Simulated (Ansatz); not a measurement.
# HMgC, doublet in 6-31G: errors against full CI

Geometry: a point of a stretch scan, not a stationary point.

```yaml
atoms:
  - { symbol: C, position_ang: [0.0000, 0.0000, -3.2969] }
  - { symbol: Mg, position_ang: [0.0000, 0.0000, -1.2000] }
  - { symbol: H, position_ang: [0.0000, 0.0000, 4.4970] }
```

Basis 6-31G; Ansatz 0.2.0. Only valence electrons are correlated (noble-gas cores frozen), which leaves 7 electrons in 18 orbitals. R marks a restricted (for open shells ROHF) determinant, U an unrestricted one. Active spaces: pair = (3e, 3o) about the gap; valence = (7e, 9o) chosen from the atoms' valence shells. The metal's outer-core shells are frozen, which leaves out core–valence correlation.

Full CI is exact within this basis and frozen core; it isn't the basis-set limit. The frozen core follows each run's orbitals, which can shift R against U totals by a few meV.

Unrestricted rows (U) aren't spin-pure: their determinants' ⟨S²⟩ exceeds S(S+1) by up to 1.90, so they mix in states of higher spin. For open shells CISD and CISDTQ are restricted-active-space CI with the open shells as a complete middle space. The determinant fills πx and πy unequally, so it is a mixture of Σ and Δ, which weighs on every level built on one determinant.

The UHF ⟨S²⟩ is 2.651. The T1 diagnostic (RCCSD) is 0.0845 and the largest doubles amplitude (RCCSD) is 0.301. The T1 diagnostic (UCCSD) is 0.0544.

| level | E − E(full CI) (mEh) | wall time |
| --- | --- | --- |
| RHF† | 196.98 | – |
| UHF | 58.00 | – |
| RMP2† | 106.81 | – |
| UMP2 | 21.57 | – |
| CISD† | 78.01 | 0.81 s |
| RCCSD*† | 67.34 | – |
| UCCSD | 4.55 | – |
| RCCSD(T)*† | 59.36 | 1.6 s |
| UCCSD(T) | 2.41 | 2.5 s |
| BCCD(T)*† | 60.11 | 1.6 s |
| RCCSDT*† | 56.23 | – |
| UCCSDT | 0.35 | – |
| RCCSDT(Q)*† | 53.00 | 7.5 s |
| UCCSDT(Q) | -0.02 | 5.5 s |
| RCCSDTQ*† | 53.08 | 55 s |
| UCCSDTQ | -0.02 | 52 s |
| CASSCF (pair space)† | 138.47 | – |
| NEVPT2 (pair space)† | 84.57 | 0.81 s |
| MRCISD (pair space)† | 62.36 | – |
| MRCISD+Q (pair space)† | 53.27 | 1.2 s |
| CASSCF (valence space) | 21.77 | – |
| NEVPT2 (valence space) | 7.54 | 3.6 s |
| MRCISD (valence space) | 2.02 | – |
| MRCISD+Q (valence space) | 1.66 | 5 s |

An asterisk marks runs whose energy the program itself flagged as in doubt. A dagger marks rows that describe another state than the reference (another or a broken symmetry, a higher spin or other natural occupations), so the difference holds a gap between states beside the method's error.

Run but not shown, since their state, orbitals or frozen core can't be matched to the reference's or they repeat it: CISDTQ.

Times hold each run's SCF and search for its determinant on a shared host, so for small cases they say little of a method's own cost; they ran on 1 thread of Arm Neoverse V1. Some runs computed forces too.

The restricted determinant belongs to another symmetry than the lowest state (A2); the lowest full-CI state of the determinant's symmetry (A1) lies 1.440 eV higher, and methods that keep that symmetry describe that state.

The full-CI state has the irrep A2 of C2v, in the program's axes (one component, if the state is degenerate).

Natural occupations of full CI about the gap: 1.964 1.580 1.000 0.985 0.985 0.395 0.024 0.024 0.021 0.007; effectively unpaired electrons, Σ n²(2−n)², 3.85. No single determinant describes this state well, so single-reference rows can miss without a flag.
